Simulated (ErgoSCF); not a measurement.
**CH4Si (SMILES C[SiH]), run twice**

Wanted: the energy of CH4Si, UBHLYP/6-31G** (spherical functions).

Program for the calculation: ErgoSCF 3.8.

2 further runs of the same task are left out: 1 that didn't finish, 1 set aside as unsound or not needed.

### Step 1. Starting point

The species is CH4Si (6 atoms), meant as a singlet with charge 0. As SMILES, `C[SiH]`. The coordinates come from a PBE0-D4/def2-TZVP relaxation.

Bond lengths: C1–Si2 1.892 Å, C1–H3 1.098 Å, C1–H4 1.091 Å, C1–H5 1.098 Å, Si2–H6 1.531 Å. Angles: C1–Si2–H6 94.2°, Si2–C1–H3 109.7°, Si2–C1–H4 113.8°, Si2–C1–H5 109.5°, H3–C1–H4 109.0°, H3–C1–H5 105.5°, H4–C1–H5 109.0°.

### Step 2. Try one

File input.xyz:

```xyz
6
CH4Si
C     -0.093500    -0.366000    -0.370300
Si     0.917300     0.209800     1.122300
H     -1.156900    -0.410100    -0.102200
H      0.215000    -1.335600    -0.763000
H     -0.024000     0.382000    -1.170800
H     -0.093500    -0.366000    -0.370300
```

File job.ego:

```
set_nthreads("env")
molecule "input.xyz"
XC.type = "LMG"
tmpdir = "."
scf.force_unrestricted = 1
scf.use_diagonalization = 1
scf.max_number_of_iterations = 62
scf.output_mulliken_pop = 1
basis = "6-31Gss"
scf.starting_guess_disturbance = 0.05
run "BHandHLYP"
```

Started as:

```console
ergo job.ego
```

The log of the run:

```text
INMA ERGO version 3.8
[... 40 lines left out ...]
INSC nuclearEnergy, energy_2el, energy = inf, 223.417372, inf
[... 38 lines left out ...]
INSC nuclearEnergy, energy_2el, energy = inf, 220.816578, inf
[... 41 lines left out ...]
INSC nuclearEnergy, energy_2el, energy = inf, 223.405947, inf
[... 42 lines left out ...]
INSC nuclearEnergy, energy_2el, energy = inf, 223.405947, inf
[... 41 lines left out ...]
INSC nuclearEnergy, energy_2el, energy = inf, 223.415772, inf
[... 41 lines left out ...]
INSC nuclearEnergy, energy_2el, energy = inf, 223.417171, inf
[... 41 lines left out ...]
INSC nuclearEnergy, energy_2el, energy = inf, 223.417347, inf
[... 6 lines left out ...]
INSC SCF: dipole_moment_z [atomic units] =     -26.20040019
[... 14 lines left out ...]
INSC Sum of Mulliken atomic spin densities:       0.0000000
```

Wall time 33 s (1 thread of Arm Neoverse V2, shared host).

### Step 3. What went wrong

The run stopped without converging.

Cause: two atoms lie on top of or far too near each other. As the program read them, the closest atoms are 0.00 Å apart, against 1.09 Å in the sound input.

### Step 4. Try two

File molecule.xyz:

```xyz
6
CH4Si
C     -0.093500    -0.366000    -0.370300
Si     0.917300     0.209800     1.122300
H     -1.156900    -0.410100    -0.102200
H      0.215000    -1.335600    -0.763000
H     -0.024000     0.382000    -1.170800
H      0.142200     1.520000     1.284000
```

File run.inp:

```
set_nthreads(1)
molecule "molecule.xyz"
scf.force_unrestricted = 1
scf.output_mulliken_pop = 1
tmpdir = "."
spin_polarization = 0
basis = "6-31Gss"
scf.starting_guess_disturbance = 0.05
scf.use_diagonalization = 1
scf.max_number_of_iterations = 80
XC.type = "LMG"
run "BHandHLYP"
```

Started as:

```console
ergo run.inp
```

The log of the run:

```text
[...]
INDF Weighted mixed functional:
[...]
INSC Energy   1 =       -115.31787950972
[...]
INDE E_LUMO =         -0.05476452178
[...]
INSC Energy  23 =       -329.89436057299  ( diff     -0.000000000010346 )
[...]
RESC CONVERGED after  23 iterations.
RESC FINAL ENERGY:       -329.89436057299
RESC FINAL <S2> =          0.00000000004
[...]
INSC SCF: dipole_moment_x [atomic units] =      -0.32582952
INSC SCF: dipole_moment_y [atomic units] =      -0.01674906
INSC SCF: dipole_moment_z [atomic units] =      -0.35534134
[...]
```

Wall time 16 s (1 thread of Arm Neoverse V2, shared host).

### Step 5. Results

Level: UBHLYP/6-31G** (spherical functions).

| quantity | value |
| --- | --- |
| total energy | -329.89436 Eh |
| dipole moment | 1.23 D |
